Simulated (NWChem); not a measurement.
# doublet [SO2F2]− at 3 levels

We compute a comparison of 3 runs (U-wB97X/6-311+G**, UB2PLYP/6-311+G**, UCAM-B3LYP/6-311+G**) of doublet [SO2F2]−. 

Program for the calculation: NWChem 7.3.0.

## Step 1: The system as given

[SO2F2]−: 5 atoms, total charge -1, spin state doublet. As SMILES of the parent species, `O=S(=O)(F)F`. Geometry: relaxed at PBE0-D4/def2-TZVP. That shape belongs to the parent species and isn't relaxed for this state.

Bond lengths: O1–S2 1.404 Å, S2–O3 1.404 Å, S2–F4 1.539 Å, S2–F5 1.539 Å. Angles: O1–S2–O3 124.9°, O1–S2–F4 108.1°, O1–S2–F5 108.1°, O3–S2–F4 108.1°, O3–S2–F5 108.1°, F4–S2–F5 95.6°.

## Step 2: The energy at U-wB97X/6-311+G(d,p) (run 1)

Input file m1.nw:

```
start m1
memory total 2200 mb
charge -1

geometry units atomic noautosym nocenter noautoz
   O     -0.73359168    -0.28553762     2.68662363
   S      0.13398158    -0.18311446     0.18122474
   O      2.13463463    -1.62932186    -0.79122833
   F     -2.15598854    -0.50569071    -1.58245666
   F      0.62096400     2.60366465    -0.49397441
end

basis spherical bse
   * library 6-311+G**
end

dft
   xc wb97x
   mult 2
   grid fine
   convergence energy 1e-08
   maxiter 100
   mulliken
   print medium
end

task dft energy
```

Launch:

```bash
$ nwchem m1.nw > m1.out
```

Output:

```text
[...]
          Wavefunction type:  spin polarized.
          No. of atoms     :     5
          No. of electrons :    51
[...]
          Charge           :    -1
          Spin multiplicity:     2
[...]
          AO basis - number of functions:   118
[...]
              XC Information
              --------------
                       wb97x  Method XC Functional
                     Hartree-Fock (Exact) Exchange  1.000
                         wb97x Exchange Functional  1.000
                      wb97x Correlation Functional  1.000
[...]
 d= 0,ls=0.0,diis     1   -747.7085538774 -1.04D+03  1.74D-01  1.84D+00     7.4
[...]
 d= 0,ls=0.0,diis    17   -748.2291971503 -1.25D-09  4.20D-06  1.15D-10   124.4
[...]
         Total DFT energy =     -748.229197150251
      One electron energy =    -1622.753452989950
           Coulomb energy =      646.780503177340
    Exchange-Corr. energy =      -64.092328712262
 Nuclear repulsion energy =      291.836081374621
[...]
      Total Density - Mulliken Population Analysis
     ---------------------------------------------
    Atom       Charge   Shell Charges
 -----------   ------   -------------------------------------------------------
    1 O    8     7.79   1.09  0.91  0.95  1.04  2.05  0.84  1.46 -0.55 -0.01  0.02
    2 S   16    17.50   0.78  1.19  0.93  1.05  1.07  0.55  1.85  4.03  0.99  1.70  0.86  1.67  0.03  0.79
    3 O    8     7.79   1.09  0.91  0.95  1.04  2.05  0.84  1.46 -0.55 -0.01  0.02
    4 F    9     8.96   1.08  0.92  1.17  1.10  2.36  0.87  1.72 -0.27  0.01  0.01
    5 F    9     8.96   1.08  0.92  1.17  1.10  2.36  0.87  1.72 -0.27  0.01  0.01
[...]
      <S2> =      0.7516 (Exact =     0.7500)
[...]
```

Wall time 2.1 min (1 thread of AMD EPYC 9R14 (Zen 4), shared host); peak memory 0.12 GiB.

## Step 3: The energy at UB2PLYP/6-311+G(d,p) (run 2)

Input file f2o2s.nw:

```
start f2o2s
title "F2O2S"
memory total 2200 mb
charge -1

geometry units atomic noautosym nocenter noautoz
  O     -0.73359168    -0.28553762     2.68662363
  S      0.13398158    -0.18311446     0.18122474
  O      2.13463463    -1.62932186    -0.79122833
  F     -2.15598854    -0.50569071    -1.58245666
  F      0.62096400     2.60366465    -0.49397441
end

basis spherical bse
  O library 6-311+G**
  S library 6-311+G**
  F library 6-311+G**
end

dft
  xc hfexch 0.53 becke88 0.47 lyp 0.73 mp2 0.27
  dftmp2 semidirect
  mult 2
  grid fine
  convergence energy 1e-08
  maxiter 100
  mulliken
  print medium
end

mp2
  freeze core 9
end

task dft energy
```

Launch:

```bash
$ nwchem f2o2s.nw > f2o2s.out
```

Output:

```text
[...]
          Wavefunction type:  spin polarized.
          No. of atoms     :     5
          No. of electrons :    51
[...]
          Charge           :    -1
          Spin multiplicity:     2
[...]
          AO basis - number of functions:   118
[...]
              XC Information
              --------------
                     Hartree-Fock (Exact) Exchange  0.530
                    Becke 1988 Exchange Functional  0.470
              Lee-Yang-Parr Correlation Functional  0.730
[...]
 d= 0,ls=0.0,diis     1   -747.1372999691 -1.04D+03  1.88D-01  1.58D+00     2.4
[...]
 d= 0,ls=0.0,diis    15   -747.6164582149 -1.71D-09  4.10D-06  3.46D-11    29.2
[...]
         Total DFT energy =     -747.616458214926
      One electron energy =    -1621.627318340591
           Coulomb energy =      645.644966482370
    Exchange-Corr. energy =      -63.470187731325
 Nuclear repulsion energy =      291.836081374621
[...]
      Total Density - Mulliken Population Analysis
     ---------------------------------------------
    Atom       Charge   Shell Charges
 -----------   ------   -------------------------------------------------------
    1 O    8     7.78   1.08  0.91  0.94  1.04  2.07  0.88  1.49 -0.64 -0.01  0.02
    2 S   16    17.50   0.77  1.19  0.94  1.05  1.06  0.43  1.85  4.04  0.96  1.67  0.79  1.92  0.06  0.78
    3 O    8     7.78   1.08  0.91  0.94  1.04  2.07  0.88  1.49 -0.64 -0.01  0.02
    4 F    9     8.97   1.08  0.92  1.16  1.10  2.38  0.89  1.73 -0.30 -0.00  0.01
    5 F    9     8.97   1.08  0.92  1.16  1.10  2.38  0.89  1.74 -0.30 -0.00  0.01
[...]
      <S2> =      0.7507 (Exact =     0.7500)
[...]
  Basis functions       =    118
[...]
```

Run time: 37 s. Hardware: 1 thread of AMD EPYC 9R14 (Zen 4), shared host; peak memory 0.51 GiB.

## Step 4: A single-point energy at UCAM-B3LYP/6-311+G(d,p) (run 3)

Input file struct.nw:

```
start struct
title "F2O2S"
memory total 2200 mb
charge -1

geometry units angstrom noautosym nocenter noautoz
  O       -0.388200      -0.151100       1.421700
  S        0.070900      -0.096900       0.095900
  O        1.129600      -0.862200      -0.418700
  F       -1.140900      -0.267600      -0.837400
  F        0.328600       1.377800      -0.261400
end

basis "ao basis" spherical bse
  * library 6-311+G**
end

dft
  xc xcamb88 1.00 lyp 0.81 vwn_5 0.19 hfexch 1.00
  cam 0.33 cam_alpha 0.19 cam_beta 0.46
  mult 2
  grid fine
  convergence energy 1e-08
  direct
  iterations 100
  mulliken
end

task dft
```

Launch:

```bash
$ nwchem struct.nw > struct.out
```

Output:

```text
[...]
          Wavefunction type:  spin polarized.
          No. of atoms     :     5
          No. of electrons :    51
[...]
          Charge           :    -1
          Spin multiplicity:     2
[...]
          AO basis - number of functions:   118
[...]
              XC Information
              --------------
                     Hartree-Fock (Exact) Exchange  1.000
                   CAM-Becke88 Exchange Functional  1.000
                      VWN V Correlation Functional  0.190 local
              Lee-Yang-Parr Correlation Functional  0.810
[...]
 d= 0,ls=0.0,diis     1   -747.7260589128 -1.04D+03  1.91D-01  1.90D+00     7.2
[...]
 d= 0,ls=0.0,diis    15   -748.2522687056 -2.49D-09  2.42D-06  7.63D-11   105.5
[...]
         Total DFT energy =     -748.252268705640
      One electron energy =    -1622.527902223133
           Coulomb energy =      646.544345727122
    Exchange-Corr. energy =      -64.104814498845
 Nuclear repulsion energy =      291.836102289215
[...]
      Total Density - Mulliken Population Analysis
     ---------------------------------------------
    Atom       Charge   Shell Charges
 -----------   ------   -------------------------------------------------------
    1 O    8     7.81   1.08  0.91  0.97  1.04  2.04  0.85  1.46 -0.56  0.00  0.02
    2 S   16    17.44   0.77  1.19  0.93  1.06  1.08  0.50  1.86  4.02  1.00  1.69  0.83  1.68  0.06  0.78
    3 O    8     7.81   1.08  0.91  0.97  1.04  2.04  0.85  1.46 -0.56  0.00  0.02
    4 F    9     8.97   1.08  0.92  1.18  1.10  2.35  0.88  1.72 -0.26  0.02  0.01
    5 F    9     8.97   1.08  0.92  1.18  1.10  2.35  0.88  1.72 -0.26  0.02  0.01
[...]
      <S2> =      0.7508 (Exact =     0.7500)
[...]
```

Wall time 1.8 min (1 thread of AMD EPYC 9R14 (Zen 4), shared host); peak memory 0.12 GiB.

## Step 5: The series

```csv
run,level,frozen core orbitals,energy (Eh),HOMO energy (eV),LUMO energy (eV),⟨S²⟩,wall time
1,U-wB97X/6-311+G**,–,-748.229197,1.17,5.72,0.752,2.1 min
2,UB2PLYP/6-311+G**,9,-747.942310,1.97,4.35,0.751,37 s
3,UCAM-B3LYP/6-311+G**,–,-748.252269,1.52,4.21,0.751,1.8 min
```

## Step 6: Outcome

| quantity | value |
| --- | --- |
| run 3: total energy | -748.25227 Eh |
| run 3: HOMO energy (highest over α and β) | 1.52 eV |
| run 3: LUMO energy (lowest over α and β) | 4.21 eV |
| run 3: ⟨S²⟩ | 0.751 |

**Reading.** Totals of different functionals can't be ranked against each other. In runs 1, 2, 3 the HOMO lies above zero, so the outermost electron may be held by the basis alone. All runs together took 4.5 min, the longest 2.1 min.
